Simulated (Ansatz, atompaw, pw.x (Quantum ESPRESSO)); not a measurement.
# Ga (bcc): variants of one PAW (atompaw) potential in the solid

atompaw 4.2.0.5 input, output lines left out:

```
Ga 31
LDA-PW scalarrelativistic loggrid 1500 logderivrange -3 5 201
4 4 3 0 0 0
4 1 1
0 0 0
c
c
c
v
c
c
v
c
2
2.95 2.65 2.25 1.70
y
0.1
n
y
0.15
n
y
0.25
n
custom polynom vanderbiltortho besselshape
3 0 troulliermartins
2.10
2.95
2.95
2.95
2.30
```

Crystal test: bcc Ga in pw.x 7.5, no spin, 14³ k-points, Fermi–Dirac smearing 0.01 Ry, cutoffs set for each file from its atomic test. The reference is all-electron LAPW (Ansatz 0.2.0) with the same functional, mesh and smearing; V0 and B0 come from Birch–Murnaghan fits to the pressures at five volumes. Errors are pseudo minus all-electron; Δ is the rms difference of the E(V) curves that follow from these fits, minima aligned, over ±6 % about the mean V0. Mesh and smearing are coarse, so the numbers serve the comparison and aren't converged zero-temperature values; the lattice is a test structure that the element need not adopt.

All-electron: a0 = 3.261 Å (V0 = 17.34 Å³/atom), B0 = 64.0 GPa.

Base: The largest radius (2.95 bohr) exceeds half the bond length (2.68 bohr), so the spheres overlap, which is one possible source of error among others. This is a poor potential for the solid.

1 further variants are left out: they gave no file fit for a test, a broken result, the same result as the base, or pressures whose basis-set error rivals the error shown.

```csv
change,cutoffs (Ry),pw.x,a0 (Å),a0 error (%),B0 error (%),Δ (meV/atom),mean pressure error (GPa)
base,40/400,converged,3.234,-0.84,+8.2,6.3,-1.61
"waves 4s (bound); 4s channel at 0.1 Ry; 4p (bound); 4p channel at 0.15 Ry; 4d channel at 0.25 Ry; augmentation besselshape compensation charge, radius 2.65 bohr; PAW radius 2.95 bohr; waves and projectors: bloechl",40/400,failed after 2 of 5 volumes (c_bands: too many bands are not converged),–,–,–,–,–
"augmentation sinc compensation charge, radius 2.65 bohr; PAW radius 2.95 bohr; waves and projectors: custom polynom vanderbiltortho",40/400,converged,3.233,-0.85,+8.2,6.3,-1.62
wave 4p (bound): rc 2.95 bohr becomes 4p (bound): rc 2.40 bohr,40/400,converged,3.233,-0.85,+8.2,6.4,-1.63
```

(1) Give the row for: local potential bessel scheme, radius 2.25 bohr.

## Answers

(1) pw.x: converged; mean pressure error (GPa): -1.03; a0 (Å): 3.244; a0 error (%): -0.53; B0 error (%): +6.8; Δ (meV/atom): 3.9.
